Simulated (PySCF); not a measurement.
A rate constant, worked out

An elementary step of BH₂OF, singlet (BH₂OF ([OH][BH][F]) → BOF + H₂; B–H, O–H broken or loosened, H–H formed or tightened). The start structure is the reactant molecule, and the electronic barrier above it is 2.842 eV by CCSD(T) at an estimated basis limit (MP2 extrapolated from triple and quadruple zeta, plus CCSD(T) − MP2 in triple zeta). Computed with PySCF 2.14 with density fitting (its default auxiliary sets; JK sets also for MP2 and CCSD(T)) (basis: def2-TZVPP and def2-QZVPP); correlated methods freeze the cores. Extrapolation: Hartree–Fock as exp(−7.88 √X), correlation as X^−2.97. Harmonic wavenumbers (analytic Hessian with the translational sum rule) at PBE0-D4/def2-TZVP (PySCF 2.14 with density fitting (its default auxiliary sets; JK sets also for MP2 and CCSD(T))), in cm⁻¹:

Start: 518, 583, 929, 961, 1101, 1223, 1471, 2628, 3912.

Saddle: 1484i, 504, 572, 994, 1060, 1093, 1755, 2099, 2279.

Question: Work out the transition-state-theory rate constant at 500 K from these numbers alone (harmonic vibrations; rotation, path degeneracy and anharmonicity left out), and the Wigner tunnelling factor. Use 1 cm⁻¹ = 1.2398 × 10⁻⁴ eV and k_B = 8.617 × 10⁻⁵ eV/K.

Answer: Zero-point energies, half the sums: start 13326/2 cm⁻¹ = 0.8261 eV; saddle, real modes only, 10356/2 cm⁻¹ = 0.6420 eV.
Barrier with zero-point energy: 2.842 + 0.6420 − 0.8261 = 2.6579 eV.
k_BT = 0.04309 eV, so the barrier is 61.69 k_BT.
Vibrational partition functions from the zero-point level, ln q = −Σ ln(1 − exp(−hν/k_BT)): start 0.687, saddle 0.643.
k = (k_BT/h) exp(ln q‡ − ln q) exp(−E0/k_BT), with log₁₀(k_BT/h in s⁻¹) = 13.02: log₁₀ k = 13.02 + (-0.044 − 61.69)/2.3026 = -13.79, so k ≈ 2 × 10^(-14) s⁻¹.
Wigner factor: 1 + (hν‡/k_BT)²/24 = 1 + (4.27)²/24 = 1.76, too large for this simple formula to be trusted. A change of 1 kcal/mol (0.043 eV) in the barrier would change k by a factor of 2.7 at this temperature.

The T1 diagnostic stays at or below 0.018.

Labels in which every atom is bracketed show which atoms are joined, not bond orders.

For scale, one of the runs: CCSD(T)/def2-TZVPP, 121 basis functions, launched by `OMP_NUM_THREADS=4 python run.py`. The run took 34 s on 4 CPU threads of an Arm Neoverse V2 (shared host), with 0.61 GiB of host memory at its peak.
